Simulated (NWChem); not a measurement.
# One shape, several levels: C4H8O (butyraldehyde)

We compute a comparison of 5 runs (HF/STO-3G, HF/def2-SVP, PBE0/def2-SVP, r2SCAN/6-311+G**, MP2/6-31G**) of C4H8O (butyraldehyde). 

The results are computed with NWChem 7.3.0.

### Step 1. The structure to begin with

C4H8O has 13 atoms, charge 0, and is taken as a singlet. SMILES: `CCCC=O`. The shape is that of a PBE0-D4/def2-TZVP optimisation. This is one conformer, not always the lowest.

Bond lengths: C1–C2 1.520 Å, C2–C3 1.518 Å, C3–C4 1.499 Å, C4–O5 1.201 Å, C1–H6 1.092 Å, C1–H7 1.094 Å, C1–H8 1.091 Å, C2–H9 1.094 Å, C2–H10 1.094 Å, C3–H11 1.099 Å, C3–H12 1.099 Å, C4–H13 1.113 Å. Some angles: C1–C2–C3 113.0°, C2–C3–C4 115.1°, C3–C4–O5 125.2°, C1–C2–H9 109.7°, C1–C2–H10 109.6°, C3–C2–H9 108.7°, C3–C2–H10 108.7°, C2–C1–H6 111.1°, C2–C1–H7 111.1°, C2–C1–H8 111.1°.

### Step 2. Energy and gradient at HF/STO-3G (run 1)

The input, mol.nw:

```
start mol
title "C4H8O"
memory stack 880 mb heap 220 mb global 1100 mb
geometry units au noautosym nocenter noautoz
  C     -2.56775986     0.46789619     1.45282144
  C      0.29744289     0.64912092     1.54485111
  C      1.59058248    -1.03141252    -0.38626002
  C      1.37968904    -0.15741419    -3.07326160
  O      0.45296735     1.80317667    -3.74033492
  H     -3.43363237     1.67826577     2.88239926
  H     -3.20195195    -1.46812823     1.80582228
  H     -3.28850140     1.05390026    -0.38833872
  H      0.96961847     0.13322569     3.43041983
  H      0.87966751     2.60498746     1.21887335
  H      0.87777778    -2.97972015    -0.31085995
  H      3.62638443    -1.20451143    -0.01077144
  H      2.20077504    -1.47625405    -4.49112311
end
basis spherical bse
  * library STO-3G
end
scf
  singlet
  rhf
  thresh 1e-08
  maxiter 80
end
task scf gradient
```

The run is started by

```
$ nwchem mol.nw > mol.out
```

What it wrote:

```text
[...]
  functions       =    33
[...]
  wavefunction    = RHF
[...]
         Total SCF energy =   -228.102099341865
      One-electron energy =   -660.471470871839
      Two-electron energy =    255.927303132380
 Nuclear repulsion energy =    176.442068397594
        Time for solution =      2.7s
[...]
                         RHF ENERGY GRADIENTS
    atom               coordinates                        gradient
                 x          y          z           x          y          z
   1 C      -2.567760   0.467896   1.452821    0.024470   0.002663  -0.000593
   2 C       0.297443   0.649121   1.544851   -0.012219  -0.015486  -0.016543
   3 C       1.590582  -1.031413  -0.386260   -0.023258   0.038421  -0.011233
   4 C       1.379689  -0.157414  -3.073262   -0.011443   0.021226   0.025989
   5 O       0.452967   1.803177  -3.740335    0.016770  -0.034818   0.011174
   6 H      -3.433632   1.678266   2.882399   -0.003514   0.002518   0.003495
   7 H      -3.201952  -1.468128   1.805822   -0.002809  -0.006135   0.001612
   8 H      -3.288501   1.053900  -0.388339   -0.002209   0.001631  -0.004148
   9 H       0.969618   0.133226   3.430420    0.002653  -0.000662   0.004166
  10 H       0.879668   2.604987   1.218873    0.001966   0.003977  -0.000777
  11 H       0.877778  -2.979720  -0.310860    0.000552  -0.008302  -0.002737
[...]
```

Run time: 3.6 s. Hardware: 1 thread of Intel Xeon Platinum 8488C (Sapphire Rapids), shared host; peak memory 0.098 GiB.

### Step 3. Energy and gradient at HF/def2-SVP (run 2)

The input, c4h8o.nw:

```
start c4h8o
memory stack 880 mb heap 220 mb global 1100 mb

geometry units atomic noautosym nocenter noautoz
 C  -2.56775986  0.46789619  1.45282144
 C   0.29744289  0.64912092  1.54485111
 C   1.59058248 -1.03141252 -0.38626002
 C   1.37968904 -0.15741419 -3.07326160
 O   0.45296735  1.80317667 -3.74033492
 H  -3.43363237  1.67826577  2.88239926
 H  -3.20195195 -1.46812823  1.80582228
 H  -3.28850140  1.05390026 -0.38833872
 H   0.96961847  0.13322569  3.43041983
 H   0.87966751  2.60498746  1.21887335
 H   0.87777778 -2.97972015 -0.31085995
 H   3.62638443 -1.20451143 -0.01077144
 H   2.20077504 -1.47625405 -4.49112311
end

basis spherical bse
 * library def2-SVP
end

scf
 thresh 1e-08
 maxiter 80
end

task scf gradient
```

The run is started by

```
$ nwchem c4h8o.nw > c4h8o.out
```

What it wrote:

```text
[...]
  functions       =   110
[...]
  wavefunction    = RHF
[...]
         Total SCF energy =   -230.815779892896
      One-electron energy =   -662.295999921233
      Two-electron energy =    255.038151630743
 Nuclear repulsion energy =    176.442068397594
        Time for solution =     18.9s
[...]
                         RHF ENERGY GRADIENTS
    atom               coordinates                        gradient
                 x          y          z           x          y          z
   1 C      -2.567760   0.467896   1.452821    0.004463  -0.000282  -0.000158
   2 C       0.297443   0.649121   1.544851   -0.001589  -0.003562  -0.002624
   3 C       1.590582  -1.031413  -0.386260   -0.004726   0.005830   0.000590
   4 C       1.379689  -0.157414  -3.073262    0.011208  -0.025129   0.015619
   5 O       0.452967   1.803177  -3.740335   -0.014052   0.029319  -0.008893
   6 H      -3.433632   1.678266   2.882399   -0.000170   0.000237   0.000277
   7 H      -3.201952  -1.468128   1.805822    0.000032  -0.000624  -0.000165
   8 H      -3.288501   1.053900  -0.388339    0.000029   0.000174  -0.001213
   9 H       0.969618   0.133226   3.430420    0.000452  -0.000023   0.000816
  10 H       0.879668   2.604987   1.218873    0.000265   0.001456  -0.000912
  11 H       0.877778  -2.979720  -0.310860   -0.000248  -0.001842  -0.000251
[...]
```

It took 23 s on 1 thread of Intel Xeon Platinum 8488C (Sapphire Rapids), shared host; peak memory 0.1 GiB.

Run 3 isn't shown in full; the table further down has it.

### Step 4. Energy and forces at r2SCAN/6-311+G(d,p) (run 4)

The input, input.xyz:

```xyz
13

C     -1.358800     0.247600     0.768800
C      0.157400     0.343500     0.817500
C      0.841700    -0.545800    -0.204400
C      0.730100    -0.083300    -1.626300
O      0.239700     0.954200    -1.979300
H     -1.817000     0.888100     1.525300
H     -1.694400    -0.776900     0.955600
H     -1.740200     0.557700    -0.205500
H      0.513100     0.070500     1.815300
H      0.465500     1.378500     0.645000
H      0.464500    -1.576800    -0.164500
H      1.919000    -0.637400    -0.005700
H      1.164600    -0.781200    -2.376600
```

The input, input.nw:

```
start input
memory stack 880 mb heap 220 mb global 1100 mb
geometry units angstrom noautosym nocenter noautoz
 load input.xyz
end
basis spherical bse
 C library 6-311+G**
 O library 6-311+G**
 H library 6-311+G**
end
dft
 xc r2scan
 grid fine
 convergence energy 1e-08
 iterations 100
 mulliken
 print low
end
task dft gradient
```

The run is started by

```
$ nwchem input.nw > input.out
```

What it wrote:

```text
[...]
 d= 0,ls=0.0,diis     1   -232.2737856754 -4.09D+02  1.95D-02  1.04D+00     7.4
[...]
 d= 0,ls=0.0,diis    11   -232.3846958609 -1.91D-09  1.26D-07  6.07D-10    68.8
         Total DFT energy =     -232.384695860877
      One electron energy =     -663.185690693669
           Coulomb energy =      287.531805312597
    Exchange-Corr. energy =      -33.172891636984
 Nuclear repulsion energy =      176.442081157179
[...]
      Total Density - Mulliken Population Analysis
     ---------------------------------------------
    Atom       Charge   Shell Charges
 -----------   ------   -------------------------------------------------------
    1 C    6     6.54   1.10  0.88  0.63  0.74  1.55  0.50  0.90  0.17  0.02  0.04
    2 C    6     6.25   1.10  0.88  0.63  0.75  1.55  0.48  0.82 -0.02 -0.01  0.06
    3 C    6     6.19   1.10  0.88  0.63  0.76  1.56  0.48  0.84 -0.09 -0.03  0.06
    4 C    6     6.00   1.11  0.88  0.60  0.80  1.39  0.44  0.50  0.07  0.07  0.13
    5 O    8     8.24   1.09  0.91  0.95  1.02  2.02  0.87  1.35  0.02 -0.00  0.02
    6 H    1     0.85   0.27  0.49  0.07  0.03
    7 H    1     0.86   0.27  0.49  0.08  0.03
    8 H    1     0.83   0.27  0.47  0.06  0.03
    9 H    1     0.85   0.27  0.49  0.07  0.02
   10 H    1     0.83   0.27  0.48  0.05  0.02
[...]
                         DFT ENERGY GRADIENTS
    atom               coordinates                        gradient
                 x          y          z           x          y          z
   1 C      -2.567760   0.467896   1.452821    0.002973   0.000189   0.000297
   2 C       0.297443   0.649121   1.544851   -0.001616  -0.001885  -0.002294
   3 C       1.590582  -1.031412  -0.386260   -0.000977   0.001761  -0.000508
   4 C       1.379689  -0.157414  -3.073261   -0.003830   0.008342  -0.001282
   5 O       0.452967   1.803177  -3.740335    0.005393  -0.011562   0.003596
   6 H      -3.433632   1.678266   2.882399    0.000601  -0.000684  -0.000722
   7 H      -3.201952  -1.468128   1.805822    0.000429   0.001208  -0.000255
   8 H      -3.288501   1.053900  -0.388339    0.000562  -0.000379   0.001073
   9 H       0.969618   0.133226   3.430420   -0.000479   0.000300  -0.001400
  10 H       0.879667   2.604987   1.218873   -0.000533  -0.001460   0.000203
  11 H       0.877778  -2.979720  -0.310860    0.000228   0.001812  -0.000149
[...]
```

Wall time 90 s (1 thread of Intel Xeon Platinum 8488C (Sapphire Rapids), shared host); peak memory 0.13 GiB.

### Step 5. Energy and gradient at MP2/6-31G(d,p) (spherical functions) (run 5)

The input, run.py:

```python
from ase import Atoms
from ase.calculators.nwchem import NWChem

system = Atoms(['C', 'C', 'C', 'C', 'O', 'H', 'H', 'H', 'H', 'H', 'H', 'H', 'H'], positions=[
    [-1.358800, 0.247600, 0.768800],
    [0.157400, 0.343500, 0.817500],
    [0.841700, -0.545800, -0.204400],
    [0.730100, -0.083300, -1.626300],
    [0.239700, 0.954200, -1.979300],
    [-1.817000, 0.888100, 1.525300],
    [-1.694400, -0.776900, 0.955600],
    [-1.740200, 0.557700, -0.205500],
    [0.513100, 0.070500, 1.815300],
    [0.465500, 1.378500, 0.645000],
    [0.464500, -1.576800, -0.164500],
    [1.919000, -0.637400, -0.005700],
    [1.164600, -0.781200, -2.376600],
])

calc = NWChem(
    label='work',
    theory='mp2',
    memory='2200 mb',
    basis='6-31G**',
    basispar='spherical bse',
    scf={'nopen': '0', 'rhf': None, 'thresh': '1e-08', 'maxiter': '80', 'print': 'low'},
    mp2={'freeze': 'core 5', 'tight': None},
)
system.calc = calc

forces = system.get_forces()
print(f"energy = {system.get_potential_energy():.6f} eV")
print("forces (eV/A):")
for s, f in zip(system.symbols, forces):
    print(f"{s:2s} {f[0]:10.5f} {f[1]:10.5f} {f[2]:10.5f}")
```

The run is started by

```
$ export ASE_NWCHEM_COMMAND="nwchem PREFIX.nwi > PREFIX.nwo"
$ python run.py
```

What it wrote:

```text
energy = -6305.820268 eV
forces (eV/A):
C    -0.28945   -0.01954   -0.02607
C     0.12038    0.17046    0.13164
C     0.26549   -0.39209    0.14198
C     0.77611   -1.67795    0.19499
O    -0.86991    1.81258   -0.55207
H     0.04088   -0.04438   -0.05271
H     0.05482    0.08803   -0.01568
H     0.06171   -0.02016    0.07364
H    -0.03836    0.01286   -0.06356
H    -0.01944   -0.07729    0.00242
H    -0.00499    0.09287    0.03702
H    -0.08413    0.03116    0.02463
H    -0.01311    0.02350    0.10367
```

The calculator wrote work.nwi:

```
title "work"

permanent_dir work

scratch_dir work

start work

geometry units angstrom nocenter noautosym noautoz
  C  -1.3588000000000000e+00 2.4759999999999999e-01 7.6880000000000004e-01
  C  1.5740000000000001e-01 3.4350000000000003e-01 8.1750000000000000e-01
  C  8.4170000000000000e-01 -5.4579999999999995e-01 -2.0440000000000000e-01
  C  7.3009999999999997e-01 -8.3299999999999999e-02 -1.6263000000000001e+00
  O  2.3970000000000000e-01 9.5420000000000005e-01 -1.9793000000000001e+00
  H  -1.8169999999999999e+00 8.8810000000000000e-01 1.5253000000000001e+00
  H  -1.6943999999999999e+00 -7.7690000000000003e-01 9.5560000000000000e-01
  H  -1.7402000000000000e+00 5.5769999999999997e-01 -2.0549999999999999e-01
  H  5.1310000000000000e-01 7.0499999999999993e-02 1.8152999999999999e+00
  H  4.6550000000000002e-01 1.3785000000000001e+00 6.4500000000000002e-01
  H  4.6450000000000002e-01 -1.5768000000000000e+00 -1.6450000000000001e-01
  H  1.9190000000000000e+00 -6.3739999999999997e-01 -5.7000000000000002e-03
  H  1.1646000000000001e+00 -7.8120000000000001e-01 -2.3765999999999998e+00
end

memory 2200 mb

basis spherical bse noprint
   * library 6-31G**
end

scf
  nopen 0
  rhf
  thresh 1e-08
  maxiter 80
  print low
end
mp2
  freeze core 5
  tight
end

task mp2 gradient
```

work.nwo:

```text
Northwest Computational Chemistry Package (NWChem) 7.3.0
             --------------------------------------------------------

           Job information
           ---------------

    nwchem branch   = 7.3.0
    use scalapack   = T
    input           = work.nwi
    prefix          = work.
    data base       = work/work.db
    status          = startup
    nproc           =        1

           Memory information
           ------------------

    heap     =     72089596 doubles =      550.0 Mbytes
    stack    =     72089601 doubles =      550.0 Mbytes
    global   =    144179200 doubles =     1100.0 Mbytes (distinct from heap & stack)
    total    =    288358397 doubles =     2200.0 Mbytes
    verify   = yes
    hardfail = no

[... 118 lines left out ...]
       Final RHF  results
[... 3 lines left out ...]
      One-electron energy =   -662.672718210666
[... 1 line left out ...]
 Nuclear repulsion energy =    176.442081157178
[... 85 lines left out ...]
                Dipole Moments (a.u.)
[... 121 lines left out ...]
  MP2 natural orbitals output to work/work.mp2nos
[... 1 line left out ...]
                         mp2 ENERGY GRADIENTS

    atom               coordinates                        gradient
                 x          y          z           x          y          z
   1 C      -2.567760   0.467896   1.452821    0.005629   0.000380   0.000507
   2 C       0.297443   0.649121   1.544851   -0.002341  -0.003315  -0.002560
   3 C       1.590582  -1.031412  -0.386260   -0.005163   0.007625  -0.002761
[... 9 lines of this table left out ...]
  13 H       2.200775  -1.476254  -4.491123    0.000255  -0.000457  -0.002016

                 ----------------------------------------
                 |  Time  |  1-e(secs)   |  2-e(secs)   |
                 ----------------------------------------
                 |  CPU   |       0.01   |       2.71   |
                 ----------------------------------------
                 |  WALL  |       0.01   |       2.71   |
                 ----------------------------------------
 -----------------------
 Task  times  cpu:       52.0s     wall:       52.0s
 Total times  cpu:       52.0s     wall:       52.0s
```

It took 53 s on 1 thread of Intel Xeon Platinum 8488C (Sapphire Rapids), shared host; peak memory 0.51 GiB.

### Step 6. All runs side by side

| run | level | iteration cap | module | energy (Eh) | dipole moment (D) | largest force (eV/Å) | wall time |
| --- | --- | --- | --- | --- | --- | --- | --- |
| 1 | HF/STO-3G | 80 | scf | -228.102099 | 1.74 | 2.381 | 3.6 s |
| 2 | HF/def2-SVP | 80 | scf | -230.815780 | 2.88 | 1.733 | 23 s |
| 3 | PBE0/def2-SVP | 100 | dft | -232.013241 | – | 0.314 | 29 s |
| 4 | r2SCAN/6-311+G** | 100 | dft | -232.384696 | – | 0.682 | 90 s |
| 5 | MP2/6-31G** (spherical functions) | 80 | mp2 | -231.734623 | 2.32 | 2.085 | 53 s |

### Step 7. Outcome

```
                                                      quantity          value
                                           run 5: total energy  -231.73462 Eh
run 5: dipole moment (of the density that the program reports)         2.32 D
            run 5: correlation energy (5 core orbitals frozen)     -737.1 mEh
                               run 5: largest force on an atom     2.085 eV/Å
```

**Reading.** Over runs 1, 2, 5 the dipole moment (its size) runs from 1.74 D (HF/STO-3G) to 2.88 D (HF/def2-SVP). Totals of different functionals can't be ranked against each other. In run 1 the basis is minimal, so the values are rough. All runs together took 3.3 min, the longest 90 s.
